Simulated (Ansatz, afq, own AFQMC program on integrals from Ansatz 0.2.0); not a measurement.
AFQMC on a folder of integrals that Ansatz 0.2.0 wrote.

```yaml
crystal:
  periodic: [false, false, false]
  atoms:
    - {symbol: Ru, position_ang: [0.000000, 0.000000, 0.000000]}
    - {symbol: H, position_ang: [0.000000, 0.000000, 3.797000]}
basis:
  gaussian: {orbitals: def2-TZVP}
magnetization: {spin_polarized: true, initial_magnetization: 5}
correlation: {method: ccsd_t, electrons: outside_noble_gas, hamiltonian_folder: ham}
```

```sh
$ ansatz run in.yaml --threads 1 --pin off --events-out ev --progress --plain --max-ram 1382MiB
```

Options of the walk:

```
--method phaseless --trial cisd --walkers 60 --populations 1 --least-time 40 --time-step 0.005 --steps-per-block 50 --equilibration-blocks 40 --max-blocks 300 --target-error 0.00072 --factor-cut 1e-05 --start spin_pure --seed 8543 --release-times 0.24,0.6,1.2,2,3,4.2 --release-step 0.04 --release-every 4 --taylor-order 6
```

Times are imaginary, in 1/Eh. The walk had a cap of 2129 s. Core potentials past Kr, no spin–orbit coupling.

```
orbitals 42  electrons 7 2  factors 296 of 421
reference energy -94.61992652 Eh
CCSD correlation -0.14240527 Eh in 16 cycles, weight of the determinant in the CISD state 0.9497
energy of the start -94.762341 Eh
 block  time / (1/Eh)  mean weight  energy / Eh
     1     0.250  1.0008  -94.761856
     2     0.500  1.0002  -94.762524
     3     0.750  1.0009  -94.762768
     4     1.000  1.0020  -94.764615
     5     1.250  0.9991  -94.764000
     8     2.000  0.9995  -94.765063
    11     2.750  0.9988  -94.767502
    26     6.500  0.9993  -94.767546
    41    10.250  0.9972  -94.763319
    56    14.000  0.9997  -94.763630
    71    17.750  0.9986  -94.766599
    86    21.500  1.0003  -94.761607
   101    25.250  0.9996  -94.769334
   116    29.000  0.9991  -94.765987
   131    32.750  1.0006  -94.768976
   146    36.500  1.0019  -94.765885
   161    40.250  0.9985  -94.760009
   176    44.000  1.0011  -94.765955
   191    47.750  1.0001  -94.773488
   196    49.000  1.0010  -94.767676
blocks merged  error / Eh  count
     1  0.000178  160
     2  0.000208  80
     4  0.000202  40
     8  0.000196  20
    16  0.000190  10
released: time / (1/Eh)  energy / Eh  error  mean overlap
  0.24  -94.765816  0.000387  0.9964
  0.60  -94.765547  0.000363  0.9892
  1.20  -94.765213  0.000450  0.9916
  2.00  -94.765805  0.000524  0.9973
  3.00  -94.765679  0.000742  1.0056
  4.20  -94.766408  0.000848  1.0413
energy -94.765519 +/- 0.000202 Eh
(rows thinned)
```

Estimate how long the walk took on 1 thread of Intel(R) Xeon(R) Platinum 8488C (Sapphire Rapids) (shared host).

5.6 min of wall time.

The run passed its tests (sampling time, drift between the halves within three errors, error under three times the target), which doesn't prove that it has relaxed.

Against this walk (error 5.5 meV) on the same determinant: CCSD(T) 7.7 meV higher (within the noise), CCSDT(Q) 6.4 meV lower (within the noise). The error is statistical and leaves out the bias of the constraint. The released energies get too noisy after the second time (errors over twice the walk's own, or jumping) (meV from the phaseless value at times in 1/Eh: -1 ± 10 at 0.60, 8 ± 12 at 1.20, -8 ± 14 at 2.00, -4 ± 20 at 3.00, -24 ± 23 at 4.20), so they give no level.

Cautions: constraint bias not in the error; no spin-orbit coupling; outer-core shells of the metal frozen; lower spins were not checked; higher spins were not checked.

CCSDT and higher add their correlation energy to the determinant of the CCSD(T) run, since their own runs factorise the integrals more tightly (a shift of under 2 meV). A walk keeps the symmetry of its determinant, which the program's search chose and which needn't be the lowest solution, so a lower state of the same spin and another symmetry isn't excluded.
